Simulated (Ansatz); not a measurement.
# BNH+ (triplet): wave-function methods side by side, def2-QZVPP

An exercise on one series of results from a longer session: the logs are not shown, and one member is left open.

Method: def2-QZVPP, core rule «outside noble gas», up to 2 orbitals frozen; program: Ansatz 0.2.0, Gaussian basis.

The runs, in order: UHF; ROHF; CCSD(T) on UHF.

2 further runs of the same task are left out: 2 set aside as unsound or not needed. Runs told in other sessions of the task aren't counted.

## The system

The geometry is a PBE0/def2-TZVP stationary point (not a proven minimum) of the parent state, kept for this charge and spin.

3 atoms, charge 1, spin multiplicity 3.

Atoms are counted from 1 here; the program's logs count them from 0.

Bond lengths: B1–N2 1.234 Å, N2–H3 0.993 Å. Angles: B1–N2–H3 180.0°.

Set-up of the first run:

in.yaml

```yaml
crystal:
  periodic: [false, false, false]
  atoms:
    - {symbol: B, position_ang: [0.000000, 0.000000, 1.153245]}
    - {symbol: N, position_ang: [0.000000, 0.000000, -0.080303]}
    - {symbol: H, position_ang: [0.000000, 0.000000, -1.072942]}
basis:
  gaussian: {orbitals: "def2-QZVPP.json"}
total_charge: 1
magnetization: {spin_polarized: true, initial_magnetization: 2}
hamiltonian: {xc: hf}
output: {orbitals: {seedname: orbitals}}
```

Run with:

```console
$ ansatz run in.yaml --threads 1 --pin off --events-out ev --progress --plain --max-ram 2393MiB
```

Among the steps run: UHF; ROHF; CCSD(T) on UHF.

One table of the session follows, with a row left open; its other results are not shown here.

It belongs to the step «Misses and costs». 

| method | from UCCSD(T) (kJ/mol) |
| --- | --- |
| ROHF | +642.5 |
| UHF | +631.8 |
| UMP2 | +65.7 |
| UCCSD | ? |
| UCCSD(T) | 0 |

**Question.** Estimate the row for UCCSD.

As computed: from UCCSD(T) (kJ/mol): +23.1. In the column «from UCCSD(T) (kJ/mol)» it lies between UCCSD(T) (0) and UMP2 (+65.7).
